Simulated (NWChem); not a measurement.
**AlH2OF (SMILES [OH][AlH][F]) at ACM/6-31G(d) (Cartesian functions)**

Aim: the energy difference between two shapes of AlH2OF at ACM/6-31G* (Cartesian functions), from 2 runs. 

The results are computed with NWChem 7.3.0.

7 further runs of the same task are left out: 3 that didn't finish, 4 set aside as unsound or not needed.

### Step 1. The system as given

AlH2OF: 5 atoms, total charge 0, spin state singlet. As SMILES, `[OH][AlH][F]`. Geometry: a GFN2-xTB relaxation, a rough one for these elements and not checked as a minimum. This is one conformer, not always the lowest.

Bond lengths: O1–Al2 1.635 Å, Al2–F3 1.650 Å, O1–H4 0.946 Å, Al2–H5 1.492 Å. Angles: O1–Al2–F3 123.4°, O1–Al2–H5 119.8°, F3–Al2–H5 116.9°, Al2–O1–H4 177.6°.

### Step 2. Energy and one-electron properties at ACM/6-31G(d) (Cartesian functions)

Input file run.nw:

```
start run
title "AlFH2O"
memory 2200 mb

geometry units angstrom noautoz
 O       -1.021720       0.325810      -0.327270
 Al       0.472970      -0.139110       0.144100
 F        0.778780      -1.566900       0.912060
 H       -1.871140       0.628670      -0.614330
 H        1.641100       0.751530      -0.114560
end

basis "ao basis" cartesian
 * library 6-31G*
end

dft
 xc acm
 grid fine
 direct
 mulliken
end

property
 mulliken
 dipole
 quadrupole
 efieldgrad
end

task dft property
```

Command:

```
nwchem run.nw > run.out
```

The log of the run:

```text
[...]
          Wavefunction type:  closed shell.
          No. of atoms     :     5
          No. of electrons :    32
[...]
          Charge           :     0
          Spin multiplicity:     1
[...]
          AO basis - number of functions:    53
[...]
              XC Information
              --------------
          Adiabatic Connection Method XC Potential
                     Hartree-Fock (Exact) Exchange  0.200
                        Slater Exchange Functional  0.800 local
                    Becke 1988 Exchange Functional  0.720 non-local
                      VWN V Correlation Functional  1.000 local
                Perdew 1991 Correlation Functional  0.810 non-local
[...]
 d= 0,ls=0.0,diis     1   -418.5978515299 -5.19D+02  2.61D-02  9.61D-01     0.7
[...]
 d= 0,ls=0.0,diis     8   -418.6938246331  7.15D-10  2.96D-06  7.68D-08     4.1
         Total DFT energy =     -418.693824633117
      One electron energy =     -783.237588791536
           Coulomb energy =      302.194112273815
    Exchange-Corr. energy =      -38.529444562827
 Nuclear repulsion energy =      100.879096447431
[...]
      Total Density - Mulliken Population Analysis
     ---------------------------------------------
    Atom       Charge   Shell Charges
 -----------   ------   -------------------------------------------------------
    1 O    8     8.77   1.99  0.87  2.99  0.88  1.99  0.04
    2 Al  13    12.10   2.00  1.99  5.97  0.74  0.97  0.10  0.15  0.20
    3 F    9     9.45   1.99  0.94  3.31  0.96  2.18  0.07
    4 H    1     0.57   0.47  0.10
    5 H    1     1.09   0.50  0.60
[...]
   Dipole moment        2.2949368304 Debye(s)
             DMX       -0.1569216101 DMXEFC        0.0000000000
             DMY        2.2895554355 DMYEFC        0.0000000000
             DMZ       -0.0068243403 DMZEFC        0.0000000000
   -EFC- dipole         0.0000000000 DEBYE(S)
   Total dipole         2.2949368304 DEBYE(S)
[...]
```

Wall time 4.8 s (1 thread of Intel Xeon Platinum 8488C (Sapphire Rapids), shared host); peak memory 0.11 GiB.

Atomic charges (e):

```csv
atom,Mulliken,Löwdin
O1,-0.774,-0.610
Al2,+0.896,+0.590
F3,-0.454,-0.340
H4,+0.425,+0.380
H5,-0.093,-0.030
```

### Step 3. The distorted shape, same level

Input file struct.nw:

```
start struct
title "AlFH2O"
memory stack 880 mb heap 220 mb global 1100 mb

geometry units angstroms
  zmatrix
    O
    Al 1 1.736147
    F 2 1.558105 1 122.3861
    H 1 0.945268 3 145.89358 2 -168.84522
    H 2 1.507885 3 125.08474 1 -169.56161
  end
end

basis
  * library 6-31G*
end

dft
  xc acm
  mult 1
  grid fine
  direct
  mulliken
end

property
  mulliken
  dipole
  quadrupole
  efieldgrad
end

task dft property
```

Command:

```
nwchem struct.nw > struct.out
```

The log of the run:

```text
[...]
          Wavefunction type:  closed shell.
          No. of atoms     :     5
          No. of electrons :    32
[...]
          Charge           :     0
          Spin multiplicity:     1
[...]
          AO basis - number of functions:    53
[...]
              XC Information
              --------------
          Adiabatic Connection Method XC Potential
                     Hartree-Fock (Exact) Exchange  0.200
                        Slater Exchange Functional  0.800 local
                    Becke 1988 Exchange Functional  0.720 non-local
                      VWN V Correlation Functional  1.000 local
                Perdew 1991 Correlation Functional  0.810 non-local
[...]
 d= 0,ls=0.0,diis     1   -418.5880268638 -5.20D+02  2.62D-02  9.68D-01     0.7
[...]
 d= 0,ls=0.0,diis     8   -418.6850562942 -4.16D-10  2.70D-06  5.50D-08     4.1
         Total DFT energy =     -418.685056294247
      One electron energy =     -783.370170363375
           Coulomb energy =      302.210105280031
    Exchange-Corr. energy =      -38.524534934970
 Nuclear repulsion energy =      100.999543724067
[...]
      Total Density - Mulliken Population Analysis
     ---------------------------------------------
    Atom       Charge   Shell Charges
 -----------   ------   -------------------------------------------------------
    1 O    8     8.80   1.99  0.87  2.96  0.90  2.03  0.04
    2 Al  13    12.07   2.00  1.99  5.97  0.72  0.93  0.10  0.16  0.19
    3 F    9     9.47   1.99  0.94  3.33  0.97  2.17  0.07
    4 H    1     0.58   0.48  0.10
    5 H    1     1.09   0.49  0.60
[...]
   Dipole moment        1.2571449325 Debye(s)
             DMX        0.1666109319 DMXEFC        0.0000000000
             DMY        1.1201942714 DMYEFC        0.0000000000
             DMZ       -0.5457279296 DMZEFC        0.0000000000
   -EFC- dipole         0.0000000000 DEBYE(S)
   Total dipole         1.2571449325 DEBYE(S)
[...]
```

Run time: 4.8 s. Hardware: 1 thread of Intel Xeon Platinum 8488C (Sapphire Rapids), shared host; peak memory 0.11 GiB.

Atomic charges (e):

```
atom  Mulliken  Löwdin
  O1    -0.797  -0.650
 Al2    +0.933  +0.610
  F3    -0.469  -0.320
  H4    +0.421  +0.380
  H5    -0.088  -0.020
```

### Step 4. Outcome

At ACM/6-31G* (Cartesian functions):

| quantity | value |
| --- | --- |
| first shape: total energy | -418.69382 Eh |
| first shape: dipole moment | 2.29 D |
| first shape: HOMO energy | -8.63 eV |
| first shape: LUMO energy | -0.03 eV |
| first shape: HOMO–LUMO gap | 8.59 eV |
| distorted shape: total energy | -418.68506 Eh |
| distorted shape: dipole moment | 1.26 D |
| distorted shape: HOMO energy | -8.10 eV |
| distorted shape: LUMO energy | -0.35 eV |
| distorted shape: HOMO–LUMO gap | 7.75 eV |
| energy change with the atoms displaced | 0.239 eV |

In words: With the atoms displaced the energy rises by 0.24 eV (5.5 kcal/mol). The first shape isn't relaxed at this level, so the change isn't measured from a minimum. Mulliken charges (distorted shape) run from -0.80 on O1 to +0.93 on Al2.
